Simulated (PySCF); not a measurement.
## Cost of excited-state runs on C₄H₈NS, doublet

Geometry:
| atom | x (Å) | y (Å) | z (Å) |
| --- | --- | --- | --- |
| C1 | -1.706 | -0.122 | -0.387 |
| C2 | -1.344 | 0.047 | 1.095 |
| N3 | 0.077 | -0.152 | 1.247 |
| C4 | 0.754 | 0.416 | 0.181 |
| C5 | 2.219 | 0.212 | 0.052 |
| S6 | -0.244 | 0.483 | -1.292 |
| H7 | -2.577 | 0.458 | -0.677 |
| H8 | -1.855 | -1.168 | -0.661 |
| H9 | -1.571 | 1.074 | 1.399 |
| H10 | -1.906 | -0.642 | 1.727 |
| H11 | 0.355 | -1.097 | 1.508 |
| H12 | 2.597 | 0.782 | -0.793 |
| H13 | 2.482 | -0.842 | -0.102 |
| H14 | 2.716 | 0.550 | 0.961 |

PySCF with density fitting, on 1 thread of an Arm Neoverse N1, shared host. Command: `OMP_NUM_THREADS=1 python excited_run.py task.json out`

Q: How long does this run take, and how much memory?
- open-shell absorption, PBE0/def2-SVPD; 10 states; full response; writes grids

A: 
```csv
run,level,basis functions,wall time,peak memory (GiB)
open-shell absorption,PBE0/def2-SVPD,191,97 s,0.65
```
Times from a shared host are rough.
